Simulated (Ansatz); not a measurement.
Breaking a bond: FLi, singlet.

- RKS-PBE = restricted PBE/cc-pVDZ run with Ansatz (a first-principles code)
- UKS-PBE = Ansatz with unrestricted PBE/cc-pVDZ
- RKS-PBE0 = restricted PBE0/cc-pVDZ in Ansatz
- FCI = full CI/cc-pVDZ, frozen core (Ansatz)

Energies relative to the lowest point of each curve between 1.34 and 1.94 Å, where full CI is lowest, in eV; the last columns give the error against full CI:

```json
[
 {"R / Å": "1.34", "RKS-PBE": "0.830", "UKS-PBE": "0.830", "RKS-PBE0": "0.803", "FCI": "0.911", "RKS-PBE − FCI": "-0.081", "UKS-PBE − FCI": "-0.081", "RKS-PBE0 − FCI": "-0.108"},
 {"R / Å": "1.44", "RKS-PBE": "0.235", "UKS-PBE": "0.235", "RKS-PBE0": "0.216", "FCI": "0.271", "RKS-PBE − FCI": "-0.036", "UKS-PBE − FCI": "-0.036", "RKS-PBE0 − FCI": "-0.056"},
 {"R / Å": "1.52", "RKS-PBE": "0.038", "UKS-PBE": "0.038", "RKS-PBE0": "0.028", "FCI": "0.052", "RKS-PBE − FCI": "-0.014", "UKS-PBE − FCI": "-0.014", "RKS-PBE0 − FCI": "-0.024"},
 {"R / Å": "1.60", "RKS-PBE": "0.000", "UKS-PBE": "0.000", "RKS-PBE0": "0.000", "FCI": "0.000", "RKS-PBE − FCI": "0.000", "UKS-PBE − FCI": "0.000", "RKS-PBE0 − FCI": "0.000"},
 {"R / Å": "1.69", "RKS-PBE": "0.078", "UKS-PBE": "0.078", "RKS-PBE0": "0.091", "FCI": "0.071", "RKS-PBE − FCI": "0.007", "UKS-PBE − FCI": "0.007", "RKS-PBE0 − FCI": "0.020"},
 {"R / Å": "1.77", "RKS-PBE": "0.216", "UKS-PBE": "0.216", "RKS-PBE0": "0.240", "FCI": "0.208", "RKS-PBE − FCI": "0.008", "UKS-PBE − FCI": "0.008", "RKS-PBE0 − FCI": "0.032"},
 {"R / Å": "1.80", "RKS-PBE": "0.279", "UKS-PBE": "0.279", "RKS-PBE0": "0.306", "FCI": "0.271", "RKS-PBE − FCI": "0.008", "UKS-PBE − FCI": "0.008", "RKS-PBE0 − FCI": "0.036"},
 {"R / Å": "1.86", "RKS-PBE": "0.417", "UKS-PBE": "0.417", "RKS-PBE0": "0.453", "FCI": "0.411", "RKS-PBE − FCI": "0.005", "UKS-PBE − FCI": "0.005", "RKS-PBE0 − FCI": "0.042"},
 {"R / Å": "1.94", "RKS-PBE": "0.619", "UKS-PBE": "0.619", "RKS-PBE0": "0.666", "FCI": "0.619", "RKS-PBE − FCI": "0.000", "UKS-PBE − FCI": "0.000", "RKS-PBE0 − FCI": "0.047"},
 {"R / Å": "2.02", "RKS-PBE": "0.834", "UKS-PBE": "0.834", "RKS-PBE0": "0.892", "FCI": "0.842", "RKS-PBE − FCI": "-0.007", "UKS-PBE − FCI": "-0.007", "RKS-PBE0 − FCI": "0.050"},
 {"R / Å": "2.08", "RKS-PBE": "1.000", "UKS-PBE": "1.000", "RKS-PBE0": "1.065", "FCI": "1.014", "RKS-PBE − FCI": "-0.014", "UKS-PBE − FCI": "-0.014", "RKS-PBE0 − FCI": "0.051"},
 {"R / Å": "2.18", "RKS-PBE": "1.278", "UKS-PBE": "1.278", "RKS-PBE0": "1.356", "FCI": "1.306", "RKS-PBE − FCI": "-0.028", "UKS-PBE − FCI": "-0.028", "RKS-PBE0 − FCI": "0.050"},
 {"R / Å": "2.31", "RKS-PBE": "1.636", "UKS-PBE": "1.636", "RKS-PBE0": "1.730", "FCI": "1.685", "RKS-PBE − FCI": "-0.049", "UKS-PBE − FCI": "-0.049", "RKS-PBE0 − FCI": "0.045"},
 {"R / Å": "2.48", "RKS-PBE": "2.085", "UKS-PBE": "2.085", "RKS-PBE0": "2.201", "FCI": "2.170", "RKS-PBE − FCI": "-0.085", "UKS-PBE − FCI": "-0.085", "RKS-PBE0 − FCI": "0.031"},
 {"R / Å": "2.69", "RKS-PBE": "2.599", "UKS-PBE": "2.599", "RKS-PBE0": "2.746", "FCI": "2.739", "RKS-PBE − FCI": "-0.140", "UKS-PBE − FCI": "-0.140", "RKS-PBE0 − FCI": "0.006"},
 {"R / Å": "2.96", "RKS-PBE": "3.182", "UKS-PBE": "3.182", "RKS-PBE0": "3.372", "FCI": "3.409", "RKS-PBE − FCI": "-0.228", "UKS-PBE − FCI": "-0.228", "RKS-PBE0 − FCI": "-0.037"},
 {"R / Å": "3.28", "RKS-PBE": "3.748", "UKS-PBE": "3.723", "RKS-PBE0": "3.998", "FCI": "4.093", "RKS-PBE − FCI": "-0.345", "UKS-PBE − FCI": "-0.370", "RKS-PBE0 − FCI": "-0.096"},
 {"R / Å": "3.64", "RKS-PBE": "4.236", "UKS-PBE": "4.140", "RKS-PBE0": "4.551", "FCI": "4.689", "RKS-PBE − FCI": "-0.453", "UKS-PBE − FCI": "-0.549", "RKS-PBE0 − FCI": "-0.138"},
 {"R / Å": "4.06", "RKS-PBE": "4.640", "UKS-PBE": "4.454", "RKS-PBE0": "5.021", "FCI": "5.100", "RKS-PBE − FCI": "-0.460", "UKS-PBE − FCI": "-0.646", "RKS-PBE0 − FCI": "-0.078"},
 {"R / Å": "4.62", "RKS-PBE": "4.979", "UKS-PBE": "4.692", "RKS-PBE0": "5.433", "FCI": "5.277", "RKS-PBE − FCI": "-0.298", "UKS-PBE − FCI": "-0.586", "RKS-PBE0 − FCI": "0.155"},
 {"R / Å": "5.31", "RKS-PBE": "5.220", "UKS-PBE": "4.849", "RKS-PBE0": "5.743", "FCI": "5.322", "RKS-PBE − FCI": "-0.102", "UKS-PBE − FCI": "-0.474", "RKS-PBE0 − FCI": "0.421"}
]
```

RKS-PBE is furthest from FCI at 4.06 (-0.460 eV, below); its mean absolute error over the points is 0.113 eV.

UKS-PBE is furthest from FCI at 4.06 (-0.646 eV, below); its mean absolute error over the points is 0.159 eV.

RKS-PBE0 is furthest from FCI at 5.31 (0.421 eV, above); its mean absolute error over the points is 0.073 eV.

The scan ran from 1.34 to 6.28 Å; beyond the distances shown full CI changes its symmetry label. The restricted form behind RKS-PBE, RKS-PBE0 keeps the bonding electrons paired and can't separate into open-shell fragments. The unrestricted determinant behind UKS-PBE is spin-contaminated at 3.28 to 5.31 Å (<S²> up to 0.6, against 0.00 for a pure singlet).
